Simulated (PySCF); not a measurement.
Chlorofluoromethane, CH2ClF.
Atom-mapped SMILES: `[F:1][CH2:2][Cl:3]` (hydrogens: H4, H5 on C2)

Geometry (PBE0-D3(BJ)/def2-TZVP, Å), atoms numbered from 1 in this order:
```
atom  x, y, z in Å
F1    -0.718    1.116   -0.285
C2    -0.098   -0.068   -0.065
Cl3    1.419    0.182    0.805
H4    -0.737   -0.698    0.551
H5     0.140   -0.530   -1.023
```

Method: PySCF, PBE0-D3(BJ)/def2-TZVP geometry optimisation, gas phase.

Masses are those of the commonest isotopes; rigid-rotor values at the optimised geometry. 

Q: Give the principal moments of inertia and the rotational constants in cm⁻¹.

A: Ia = 11.87, Ib = 88.41, Ic = 96.98 u·Å²; 505379 MHz·u·Å²/I gives 42587, 5716 and 5211 MHz, that is A = 1.42056, B = 0.19068, C = 0.17383 cm⁻¹.

Q: What kind of rotor is it?

A: A near-prolate asymmetric top: κ = (2 × 5716 − 42587 − 5211)/(42587 − 5211) = -0.97.

Q: What does the inertial defect say?

A: Not planar: Δ = Ic − Ia − Ib = -3.30 u·Å². For a rigid frame Δ = −2 Σ m c², so Σ m c² = 1.65 u·Å² lies off the ab plane, practically all of it from hydrogen. The atom farthest from that plane is 0.91 Å away.

Q: Where do the levels up to J = 5 lie, in MHz?

A: Above 0(0,0):
J = 1: 1(0,1) 10928, 1(1,1) 47799, 1(1,0) 48304
J = 2: 2(0,2) 32778, 2(1,2) 69149, 2(1,1) 70664, 2(2,1) 181277, 2(2,0) 181282
J = 3: 3(0,3) 65541, 3(1,3) 101172, 3(1,2) 104202, 3(2,2) 214060, 3(2,1) 214086, 3(3,1) 399681, 3(3,0) 399681
J = 4: 4(0,4) 109200, 4(1,4) 143862, 4(1,3) 148912, 4(2,3) 257767, 4(2,2) 257844, 4(3,2) 443402, 4(3,1) 443402, 4(4,1) 703256, 4(4,0) 703256
J = 5: 5(0,5) 163736, 5(1,5) 197216, 5(1,4) 204791, 5(2,4) 312394, 5(2,3) 312574, 5(3,3) 498058, 5(3,2) 498059, 5(4,2) 757906, 5(4,1) 757906, 5(5,1) 1092007, 5(5,0) 1092007
The levels of one J sum to (2J + 1)J(J + 1)(A + B + C)/3.

Q: Which lines would a microwave search look for?

A: The dipole components are |μa| = 0.35 D, |μb| = 1.76 D, |μc| = 0.00 D; the mirror of this Cs structure is the ab plane, so μc vanishes by symmetry and there are no c-type lines. Intensities carry the squares of the components, which stand as 0.04 : 1.00 (a : b). Some lines, for components of 0.1 D or more:

```csv
type,branch,"J(Ka,Kc)",MHz,lower level (cm⁻¹)
a,Q,"1(1,0) ← 1(1,1)",505,1.594
a,Q,"2(1,1) ← 2(1,2)",1515,2.307
a,Q,"3(1,2) ← 3(1,3)",3030,3.375
a,R,"1(0,1) ← 0(0,0)",10928,0.000
a,R,"2(1,2) ← 1(1,1)",21350,1.594
a,R,"2(0,2) ← 1(0,1)",21850,0.365
a,R,"3(0,3) ← 2(0,2)",32763,1.093
a,R,"3(2,2) ← 2(2,1)",32783,6.047
a,R,"3(2,1) ← 2(2,0)",32804,6.047
a,R,"3(1,2) ← 2(1,1)",33537,2.357
b,Q,"1(1,0) ← 1(0,1)",37376,0.365
b,Q,"2(1,1) ← 2(0,2)",37886,1.093
b,Q,"3(1,2) ← 3(0,3)",38661,2.186
b,R,"1(1,1) ← 0(0,0)",47799,0.000
b,R,"2(1,2) ← 1(0,1)",58221,0.365
b,R,"3(1,3) ← 2(0,2)",68394,1.093
b,Q,"3(2,1) ← 3(1,2)",109884,3.476
b,Q,"2(2,0) ← 2(1,1)",110618,2.357
b,Q,"2(2,1) ← 2(1,2)",112128,2.307
b,Q,"3(2,2) ← 3(1,3)",112889,3.375
b,R,"2(2,1) ← 1(1,0)",132973,1.611
b,R,"3(2,1) ← 2(1,2)",144937,2.307
b,Q,"3(3,1) ← 3(2,2)",185620,7.140
b,R,"3(3,1) ← 2(2,0)",218398,6.047
```

Not checked by PBE0-D3(BJ)/def2-TZVP frequencies. Zero-point vibration and centrifugal distortion are left out. Quadrupole hyperfine structure (35Cl) is left out.
